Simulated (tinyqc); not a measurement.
Inside a calculation. Method: Pariser-Parr-Pople SCF with singles CI, for the molecule C=C1C=C1 (SMILES; centres numbered as the heavy atoms are written). One step of it, computed by the program tinyqc.

Problem. Singles CI, singlets. Over the 4 single excitations with the smallest orbital gaps: A = (e_a - e_i) delta + 2 (ia|jb) - (ij|ab), with (pq|rs) = sum c_mp c_mq gamma_mn c_nr c_ns. f = 2/3 w |mu|^2 in atomic units, mu = sqrt2 sum c_ia sum_m c_mi c_ma R_m.

orbital energies (eV): -15.206890  -9.317748  -0.247979  1.650894

coefficients:
```
         MO1        MO2        MO3        MO4
1C  0.260649   0.740905   0.000000  -0.618969
2C  0.566057   0.402082   0.000000   0.719660
3C  0.553011  -0.380388   0.707107  -0.222450
4C  0.553011  -0.380388  -0.707107  -0.222450
```

repulsion gamma_rs (eV), lower triangle:
```
           1C         2C         3C         4C
1C  11.130000
2C   7.553862  11.130000
3C   4.803517   7.554960  11.130000
4C   4.803517   7.554960   7.553862  11.130000
```

Centres (angstrom, eV; a flat drawing with bonds scaled to 1.40 angstrom):
```
centre          x          y  core charge z          W   gamma_rr
1C       1.656000   0.000000              1  11.160000  11.130000
2C       0.256000   0.000000              1  11.160000  11.130000
3C      -0.956000   0.700000              1  11.160000  11.130000
4C      -0.956000  -0.700000              1  11.160000  11.130000
```

Give: singlet CI matrix; singlet excitation energies; oscillator strengths.

Solution.

singlet CI matrix (eV), lower triangle:
```
         2>3      2>4     1>3      1>4
2>3   3.5430
2>4   0.0000   5.8257
1>3  -0.2214   0.0000  8.6852
1>4   0.0000  -0.2493  0.0000  10.3242
```

singlet excitation energies (eV): 3.5334  5.8120  8.6947  10.3380

oscillator strengths: 0.0769  0.7208  0.4824  0.0256
